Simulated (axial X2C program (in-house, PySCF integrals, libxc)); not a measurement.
# F₂⁺: EOM-IP-CCSD levels

Wanted for F₂⁺: EOM-IP-CCSD levels, at the two-component level.

The runs use an in-house X2C program for linear molecules on PySCF integrals; two-component X2C with atomic mean-field terms, F dyall-av3z.

All values are calculated.

### Step 1. Input

File task.json:

```json
{"zs": [9, 9], "q": 1, "bas": ["dyall-av3z", "dyall-av3z"], "r0": 1.28, "eom": "ip", "rq": 0, "thr": -2.0, "nmax": 95, "grid": [1, 0.96, 1.045, 0.92, 1.09, 1.15]}
```

Keys: zs atomic numbers; q charge; bas basis sets; r0 starting distance in Å; eom kind of EOM run; thr threshold in hartree for freezing inner shells (an s shell follows its p shell); nmax most natural virtual spinors; grid distances as factors.

Started as:

```
$ python soeom.py task.json out
```

Nuclei are Gaussian, cores are contracted, and the Gaunt term is on.

### Step 2. EOM-IP-CCSD at 1.378 Å

Reference: the closed shell F₂; 14 electrons correlated, 92 virtual spinors; roots sought by Ω: 1/2: 4, 3/2: 3, 5/2: 1.

Output:

```text
two-component X2C + atomic mean field  HF
basis functions 108  fitting functions 548  grid points 4344
iter        total energy     max residual
   1       -198.923323254     8.26e-02
   2       -198.936410031     8.81e-03
   3       -198.936873326     3.32e-03
   4       -198.936896801     3.90e-04
   5       -198.936897625     5.98e-05
   6       -198.936897651     1.05e-05
   7       -198.936897652     1.62e-06
converged
one-electron -340.28132284  Coulomb 130.25962188  exact exchange -20.00695685  xc functional 0.00000000  nuclear repulsion 31.10548192  atomic mean-field constant -0.01372176
correlated 14  virtual 194  natural virtual 92  E(MP2) -0.544312978  MP2 remainder -0.024903233
iter   CCSD correlation   residual
   1     -0.508596648   1.08e-01
   2     -0.521198281   4.43e-02
   3     -0.524378963   1.65e-02
   4     -0.524388233   3.82e-03
   5     -0.524365415   1.28e-03
   6     -0.524371316   5.84e-04
   7     -0.524371982   1.79e-04
   8     -0.524372496   4.07e-05
   9     -0.524371521   1.21e-05
  10     -0.524371803   3.50e-06
  11     -0.524371737   8.14e-07
  12     -0.524371767   2.22e-07
  13     -0.524371763   1.06e-07
(T) -0.017258523  T1 0.0142  D1 0.0246  max T2 0.162
EOM-IP-CCSD roots
2*Omega      energy/Eh   energy/eV  one-particle weight
    1       0.56783575     15.4516      0.931
    1       0.70361028     19.1462      0.907
    1       0.78174482     21.2724      0.954
    1       0.86576277     23.5586      0.000
    3       0.56633122     15.4107      0.931
    3       0.70233810     19.1116      0.907
    3       0.86579854     23.5596      0.000
    5       0.91857778     24.9958      0.000
```

T1 in the output is the amplitude norm over the root of the electron number; divide by √2 for the Lee–Taylor value.

| Ω | vertical IE (eV) | above lowest (cm⁻¹) | spinor | weight |
| --- | --- | --- | --- | --- |
| 3/2 | 15.411 | 0 | 94% F pπ | 0.93 |
| 1/2 | 15.452 | 330 | 94% F pπ | 0.93 |
| 3/2 | 19.112 | 29850 | 98% F pπ | 0.91 |
| 1/2 | 19.146 | 30130 | 98% F pπ | 0.91 |
| 1/2 | 21.272 | 47280 | 90% F pσ | 0.95 |

Wall time 7 s (1 thread of Arm Neoverse V2, shared host); peak memory 0.81 GiB.

### Step 3. EOM-IP-CCSD at 1.323 Å

| Ω | vertical IE (eV) | above lowest (cm⁻¹) | spinor | weight |
| --- | --- | --- | --- | --- |
| 3/2 | 15.206 | 0 | 92% F pπ | 0.94 |
| 1/2 | 15.247 | 330 | 92% F pπ | 0.94 |
| 3/2 | 19.571 | 35210 | 96% F pπ | 0.91 |
| 1/2 | 19.606 | 35490 | 96% F pπ | 0.91 |
| 1/2 | 21.577 | 51390 | 90% F pσ | 0.95 |

Wall time 6.9 s (1 thread of Arm Neoverse V2, shared host); peak memory 0.81 GiB.

### Step 4. EOM-IP-CCSD at 1.440 Å

| Ω | vertical IE (eV) | above lowest (cm⁻¹) | spinor | weight |
| --- | --- | --- | --- | --- |
| 3/2 | 15.597 | 0 | 96% F pπ | 0.93 |
| 1/2 | 15.638 | 330 | 96% F pπ | 0.93 |
| 3/2 | 18.677 | 24840 | 98% F pπ | 0.90 |
| 1/2 | 18.711 | 25120 | 98% F pπ | 0.90 |
| 1/2 | 20.964 | 43290 | 92% F pσ | 0.95 |

Wall time 7.1 s (1 thread of Arm Neoverse V2, shared host); peak memory 0.81 GiB.

### Step 5. EOM-IP-CCSD at 1.268 Å

| Ω | vertical IE (eV) | above lowest (cm⁻¹) | spinor | weight |
| --- | --- | --- | --- | --- |
| 3/2 | 14.954 | 0 | 90% F pπ | 0.94 |
| 1/2 | 14.996 | 340 | 90% F pπ | 0.94 |
| 3/2 | 20.111 | 41590 | 96% F pπ | 0.92 |
| 1/2 | 20.145 | 41870 | 96% F pπ | 0.92 |
| 1/2 | 21.911 | 56110 | 88% F pσ | 0.95 |

Run time: 6.9 s. Hardware: 1 thread of Arm Neoverse V2, shared host; peak memory 0.81 GiB.

### Step 6. EOM-IP-CCSD at 1.502 Å

| Ω | vertical IE (eV) | above lowest (cm⁻¹) | spinor | weight |
| --- | --- | --- | --- | --- |
| 3/2 | 15.748 | 0 | 96% F pπ | 0.92 |
| 1/2 | 15.788 | 320 | 96% F pπ | 0.92 |
| 3/2 | 18.317 | 20720 | 98% F pπ | 0.90 |
| 1/2 | 18.351 | 21000 | 98% F pπ | 0.90 |
| 1/2 | 20.692 | 39880 | 94% F pσ | 0.95 |

Run time: 8.3 s. Hardware: 1 thread of Arm Neoverse V2, shared host; peak memory 0.81 GiB.

### Step 7. EOM-IP-CCSD at 1.585 Å

| Ω | vertical IE (eV) | above lowest (cm⁻¹) | spinor | weight |
| --- | --- | --- | --- | --- |
| 3/2 | 15.908 | 0 | 98% F pπ | 0.92 |
| 1/2 | 15.948 | 320 | 98% F pπ | 0.92 |
| 3/2 | 17.934 | 16340 | 98% F pπ | 0.90 |
| 1/2 | 17.969 | 16620 | 98% F pπ | 0.90 |
| 1/2 | 20.385 | 36100 | 94% F pσ | 0.96 |

Wall time 8.5 s (1 thread of Arm Neoverse V2, shared host); peak memory 0.81 GiB.

### Step 8. Curves of the states

Energies in eV from the lowest point of the lowest state; states are followed by energy order within each Ω.

| R (Å) | (1)Ω=3/2 | (1)Ω=1/2 | (2)Ω=3/2 | (2)Ω=1/2 | (3)Ω=1/2 |
| --- | --- | --- | --- | --- | --- |
| 1.268 | 0.0299 | 0.0717 | 5.1861 | 5.2207 | 6.9869 |
| 1.323 | 0.0000 | 0.0414 | 4.3656 | 4.4002 | 6.3713 |
| 1.378 | 0.0951 | 0.1360 | 3.7960 | 3.8306 | 5.9568 |
| 1.440 | 0.3012 | 0.3417 | 3.3807 | 3.4154 | 5.6683 |
| 1.502 | 0.5726 | 0.6126 | 3.1414 | 3.1763 | 5.5171 |
| 1.585 | 0.9864 | 1.0258 | 3.0122 | 3.0472 | 5.4627 |

Constants where the minimum is well bracketed (masses 18.998 and 18.998 u):

| state | Te (cm⁻¹) | Re (Å) | ωe (cm⁻¹) |
| --- | --- | --- | --- |
| (1)Ω=3/2 | 0 | 1.306 | 1144 |
| (1)Ω=1/2 | 330 | 1.306 | 1144 |

### Step 9. Results

```
                     quantity                           value
       lowest root at 1.378 Å              Ω = 3/2, 15.411 eV
next root led by one particle  Ω = 1/2, about 330 cm⁻¹ higher
          T1 of the reference                           0.010
      lowest state, Re and ωe              1.306 Å, 1144 cm⁻¹
```

In words: Removing an electron from the reference determinant of F₂ costs 15.41 eV and empties a spinor of 94% F pπ. Errors of 0.1 to 0.3 eV are usual at this size, and roots led by higher excitations are left out, so the list is incomplete, and low states of that kind can be missing. g and u states are not told apart. T1 or the largest double amplitude of the reference is raised, which lowers the reliability. The bond is 0.093 Å shorter than in the closed-shell reference at CCSD (1.398 Å).
